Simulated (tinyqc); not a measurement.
Worked calculation: LCCD on RHF in the sto-3g basis, frozen core, for HF, spin multiplicity 1. One step of it, computed by the program tinyqc.

Task: LCCD: starting amplitudes. t_ij^ab = <ij||ab> / (e_i + e_j - e_a - e_b), whose energy is MP2.

orbital energies (hartree): MO1 -25.919914, MO2 -1.423985, MO3 -0.514553, MO4 -0.462315, MO5 -0.462315, MO6 0.427219

Two-electron integrals over orbitals (pq|rs), unique and non-zero (hartree); the lowest 1 orbital is frozen and left out:
```
p,q,r,s,(pq|rs)
2,2,2,2,0.866300
3,2,2,2,-0.041715
3,2,3,2,0.143225
3,3,2,2,0.712188
3,3,3,2,-0.022716
3,3,3,3,0.700933
4,2,4,2,0.187201
4,3,4,2,-0.032540
4,3,4,3,0.038550
4,4,2,2,0.890300
4,4,3,2,-0.071411
4,4,3,3,0.700580
4,4,4,4,0.997514
5,2,5,2,0.187201
5,3,5,2,-0.032540
5,3,5,3,0.038550
5,4,5,4,0.053770
5,5,2,2,0.890300
5,5,3,2,-0.071411
5,5,3,3,0.700580
5,5,4,4,0.889973
5,5,5,5,0.997514
6,2,2,2,-0.099153
6,2,3,2,-0.068758
6,2,3,3,-0.025170
6,2,4,4,-0.097464
6,2,5,5,-0.097464
6,2,6,2,0.092304
6,3,2,2,-0.216631
6,3,3,2,0.087141
6,3,3,3,-0.101752
6,3,4,4,-0.231637
6,3,5,5,-0.231637
6,3,6,2,0.043198
6,3,6,3,0.215870
6,4,4,2,-0.032711
6,4,4,3,-0.020389
6,4,6,4,0.029777
6,5,5,2,-0.032711
6,5,5,3,-0.020389
6,5,6,5,0.029777
6,6,2,2,0.651878
6,6,3,2,0.053301
6,6,3,3,0.657602
6,6,4,4,0.633130
6,6,5,5,0.633130
6,6,6,2,-0.058279
6,6,6,3,-0.022597
6,6,6,6,0.688702
```

Give: Starting amplitudes; correlation energy.

Result:

Starting amplitudes (spin orbitals 1a, 1b, ...; amplitudes related by a flip of all spins are not repeated):
```
from,to,t
3a 3b,6a 6b,-0.115
2a 2b,6a 6b,-0.025
5a 5b,6a 6b,-0.017
4a 4b,6a 6b,-0.017
2a 3b,6a 6b,-0.015
```

correlation energy = -0.02937 hartree
